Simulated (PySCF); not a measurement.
Which level of theory gave which numbers?

Species: boranamine, BH4N.
SMILES: `BN`

The closed-shell ground state was solved 4 times with PySCF (density fitting, gas phase), always in the pcSseg-2 basis (128 functions), with these functionals: B97-2, KT3, PBE0 and wB97X-D. Isolated species at its PBE0-D3(BJ)/def2-TZVP geometry, gas phase.

```
row  total energy (Eh)  HOMO (eV)  LUMO (eV)  dipole (D)
  P           -83.3604      -7.37      -0.73        1.95
  Q           -82.0438      -8.42       0.16        1.93
  R           -82.0486     -10.64       1.94        1.93
  S           -81.9654      -8.72       0.16        1.95
```

Problem. Which functional belongs to which row?

Solution. P = KT3, Q = B97-2, R = wB97X-D, S = PBE0. By rising HOMO–LUMO gap: KT3 (GGA) 6.64 eV; B97-2 (global hybrid, 21 % exact exchange) 8.58 eV; PBE0 (global hybrid, 25 % exact exchange) 8.88 eV; wB97X-D (range-separated hybrid) 12.58 eV. Total energies of different functionals aren't bounds to one another; each is stationary for its own functional.

wB97X-D is run here without its empirical dispersion term; that term would change no orbital, density or response property at a fixed geometry.
